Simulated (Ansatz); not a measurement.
A calculation with Ansatz (development build ahead of 0.2.0).

```yaml
crystal:
  periodic: [false, false, false]
  atoms:
    - { symbol: "N", position_ang: [0.06535, -0.034, -1.80551] }
    - { symbol: "N", position_ang: [-0.05914, 0.0074, -0.05691] }
    - { symbol: O, position_ang: [-0.06001, 0.00251, 1.6122] }
basis:
  gaussian: { orbitals: "6-31G" }
hamiltonian:
  xc: hf
```

The input is written out in the form of the current development build from the run's settings.

Results

```json
{
  "Converged": "yes",
  "Total energy": "-183.18903 hartree",
  "Spin squared of the determinant": "0.000"
}
```

Caution: stretched shape with no unrestricted run beside it, a lower state can exist.
